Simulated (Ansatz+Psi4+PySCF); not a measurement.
**doublet CH2O(+): levels of theory in one basis**

```xyz
4

O     0.0005    0.0032    0.6741
C     0.0062   -0.0068   -0.5405
H    -0.0091    0.9302   -1.1247
H     0.0029   -0.9306   -1.1329
```

Basis set: cc-pVTZ (spherical functions). Left uncorrelated: 2 orbitals. Correlation on ROHF uses semicanonical orbitals with singles. Charge 1, multiplicity 2.

Computed with Ansatz (development build ahead of 0.2.0) and Psi4 1.11; each method stands on the lowest determinant of its kind that the runs found.

```
      method  E − E(ROHF) (eV)  <S²> of the determinant
        ROHF              0.00                     0.75
         UHF             -0.21                     0.79
    ROHF-MP2             -9.14                        –
     UHF-MP2             -9.14                     0.79
   ROHF-CCSD             -9.91                        –
    UHF-CCSD             -9.92                     0.79
ROHF-CCSD(T)            -10.31                        –
 UHF-CCSD(T)            -10.30                     0.79
```

Caution for ROHF-MP2, ROHF-CCSD, ROHF-CCSD(T): large amplitudes, a single reference is doubtful.
